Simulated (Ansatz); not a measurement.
System: SiB3 (Imma, No. 74; cell taken from a computed entry). Method: PBE0 in Ansatz (PAW).

Run with plane-wave cutoff 460 eV, 4×4×4 k mesh, Fermi–Dirac smearing 0.01 eV, scalar-relativistic PAW data made under PBE.

Cell (relaxed with PBEsol):

```
B3Si
1.0
   -4.15799     6.26722     3.09972
    4.15799    -6.26722     3.09972
    4.15799     6.26722    -3.09972
Si B
8 24
Direct
  0.31333   0.33146   0.51813
  0.68667   0.66854   0.48187
  0.31333   0.79519   0.98187
  0.68667   0.20481   0.01813
  0.84807   0.00222   0.84585
  0.15193   0.99778   0.15415
  0.65637   0.00222   0.65415
  0.34363   0.99778   0.34585
  0.14933   0.72339   0.42594
  0.85067   0.27661   0.57406
  0.79745   0.72339   0.07406
  0.20255   0.27661   0.92594
  0.11498   0.39146   0.50156
  0.88502   0.60854   0.49844
  0.38990   0.61341   0.99844
  0.61010   0.38659   0.00156
  0.88502   0.38659   0.27648
  0.11498   0.61341   0.72352
  0.61010   0.60854   0.22352
  0.38990   0.39146   0.77648
  0.15292   0.47889   0.32301
  0.84708   0.52111   0.67699
  0.65588   0.82991   0.17699
  0.34412   0.17009   0.82301
  0.84708   0.17009   0.32597
  0.15292   0.82991   0.67403
  0.34412   0.52111   0.17403
  0.65588   0.47889   0.82597
  0.34128   0.27208   0.06920
  0.65872   0.72792   0.93080
  0.70288   0.27208   0.43080
  0.29712   0.72792   0.56920
```

**Question.** Predict the band gap, smallest direct gap on the k points sampled and Γ–Γ gap.

**Answer.** 
* **band gap**: 2.85 eV (on the SCF k mesh) (indirect)
* **smallest direct gap on the k points sampled**: 2.90 eV
* **Γ–Γ gap**: 2.94 eV

Note: cell and atoms aren't relaxed at this level (largest force component 0.15 eV/Å).

Ansatz is a program for electronic structure.
